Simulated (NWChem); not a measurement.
All runs are NWChem calculations. System: CH2F2, charge 1, spin multiplicity 2, at the geometry of a parent with another charge or spin, in a state set for the comparison that need not be this species' ground state. Its SCF solution wasn't tested for a lower state. Level: UPBE0/6-31+G* (spherical d).

Input file:

```
start mol
memory heap 200 mb stack 900 mb global 1100 mb
charge 1
geometry units angstroms nocenter noautoz
  F      1.110480     0.000000    -0.289728
  C      0.000000     0.000000     0.495107
  F     -1.110480     0.000000    -0.289728
  H      0.000000     0.922575     1.122235
  H      0.000000    -0.922575     1.122235
  symmetry group C2v
end
basis spherical
  * library 6-31+g*
end
dft
  xc pbe0
  odft
  mult 2
  semidirect memsize 60000000 filesize 0
  iterations 100
end
task dft energy
```

Output (cleaned and shortened):

```
             Northwest Computational Chemistry Package (NWChem) 7.3.0
             --------------------------------------------------------

                                NWChem Input Module
                                -------------------

 Scaling coordinates for geometry "geometry" by  1.889725989
 (inverse scale =  0.529177249)

 Turning off AUTOSYM since
 SYMMETRY directive was detected!

                             Geometry "geometry" -> ""
                             -------------------------

 Output coordinates in angstroms (scale by  1.889725989 to convert to a.u.)

  No.       Tag          Charge          X              Y              Z
 ---- ---------------- ---------- -------------- -------------- --------------
    1 F                    9.0000     1.11048000     0.00000000    -0.28972800
    2 C                    6.0000     0.00000000     0.00000000     0.49510700
    3 F                    9.0000    -1.11048000     0.00000000    -0.28972800
    4 H                    1.0000     0.00000000     0.92257500     1.12223500
    5 H                    1.0000     0.00000000    -0.92257500     1.12223500

 Effective nuclear repulsion energy (a.u.)      76.7406131861

            Nuclear Dipole moment (a.u.)
            ----------------------------
        X                 Y               Z
 ---------------- ---------------- ----------------
     0.0000000000     0.0000000000     0.0000151178

      Symmetry information
      --------------------

 Group name             C2v
 Group number             16
 Group order               4
 No. of unique centers     3

      Symmetry unique atoms

     1    2    4


 Summary of "ao basis" -> "" (spherical)
 ------------------------------------------------------------------------------
       Tag                 Description            Shells   Functions and Types
 ---------------- ------------------------------  ------  ---------------------
 *                          6-31+g*                   on all atoms

                                 NWChem DFT Module
                                 -----------------
[...]
    21      0.490211  2 C  px                 6     -0.414498  1 F  s
    10     -0.416538  1 F  s                 42      0.414498  3 F  s
    46      0.416538  3 F  s                  9     -0.257639  1 F  pz
    45      0.257639  3 F  pz                 5     -0.228925  1 F  pz

 Vector   15  Occ=0.000000D+00  E=-1.962050D-01  Symmetry=a1
              MO Center= -2.5D-15,  3.2D-16,  4.1D-01, r^2= 4.6D+00
   Bfn.  Coefficient  Atom+Function         Bfn.  Coefficient  Atom+Function
  ----- ------------  ---------------      ----- ------------  ---------------
    28      1.091431  2 C  s                 27     -0.820259  2 C  pz
    56      0.455900  4 H  s                 58      0.455900  5 H  s
    23     -0.426561  2 C  pz                10     -0.395544  1 F  s
    46     -0.395544  3 F  s                  6     -0.296790  1 F  s
    42     -0.296790  3 F  s                 31     -0.222814  2 C  pz

   alpha - beta orbital overlaps
   -----------------------------

   alpha      1      2      3      4      5      6      7      8      9     10
    beta      1      2      3      4      5      6      9      8      7     12
 overlap   1.000  1.000  1.000  1.000  1.000  0.998  0.999  0.997  1.000  0.999

   alpha     11     12     13     14     15     16     17     18     19     20
    beta     10     11     13     14     15     16     17     18     19     20
 overlap   0.998  1.000  0.999  1.000  0.994  0.994  0.992  0.997  1.000  0.991

   alpha     21     22     23     24     25     26     27     28     29     30
    beta     21     22     23     24     25     26     27     28     29     30
 overlap   0.994  1.000  1.000  1.000  1.000  0.998  1.000  1.000  1.000  1.000

   alpha     31     32     33     34     35     36     37     38     39     40
    beta     31     32     33     34     35     36     37     38     39     40
 overlap   1.000  0.998  0.997  0.999  0.999  0.999  0.999  1.000  0.999  1.000

   alpha     41     42     43     44     45     46     47     48     49     50
    beta     41     42     43     44     45     46     47     48     49     50
 overlap   1.000  1.000  1.000  1.000  1.000  0.999  1.000  0.997  0.997  1.000

   alpha     51     52     53     54     55     56     57     58
    beta     51     52     53     54     55     56     57     58
 overlap   0.987  0.987  1.000  1.000  1.000  1.000  1.000  1.000

     --------------------------
     Expectation value of S2:
     --------------------------
      <S2> =      0.7538 (Exact =     0.7500)

 center of mass
 --------------
 x =   0.00000000 y =   0.00000000 z =  -0.10192704

 moments of inertia (a.u.)
 ------------------
          36.546042260501           0.000000000000           0.000000000000
           0.000000000000         197.746548420909           0.000000000000
           0.000000000000           0.000000000000         173.453611125539

     Multipole analysis of the density
     ---------------------------------

     L   x y z        total         alpha         beta         nuclear
     -   - - -        -----         -----         ----         -------
     0   0 0 0      1.000000    -13.000000    -12.000000     26.000000

     1   1 0 0     -0.000000     -0.000000     -0.000000      0.000000
     1   0 1 0     -0.000000     -0.000000      0.000000      0.000000
     1   0 0 1      1.397082      0.441058      0.956009      0.000015

     2   2 0 0    -10.281356    -46.170766    -43.377451     79.266861
     2   1 1 0     -0.000000     -0.000000     -0.000000      0.000000
     2   1 0 1      0.000000      0.000000      0.000000      0.000000
     2   0 2 0     -8.439208     -8.132267     -6.385925      6.078984
     2   0 1 1     -0.000000     -0.000000     -0.000000      0.000000
     2   0 0 2     -7.854906    -14.812867    -12.684928     19.642890

 Task  times  cpu:        1.1s     wall:        1.1s

 Total times  cpu:        1.1s     wall:        1.1s
```
